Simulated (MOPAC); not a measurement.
MOPAC input (PM3):

```
PM3 1SCF CHARGE=-1 GEO-OK AUX(PRECISION=9) THREADS=1
CH3O

C    -0.16649132 1    0.77560483 1    0.01113563 1
O    -0.09158675 1   -0.73334912 1   -0.01012874 1
H     0.83810554 1   -1.00422090 1   -0.01541851 1
H     0.44817495 1    1.09642783 1    0.89008978 1
H     0.44536144 1    1.12095706 1   -0.86045513 1
```

Task: What heat of formation does the run end on, and which ionisation energy by Koopmans theorem?

Result: 2.49 kcal/mol; 0.54 eV.
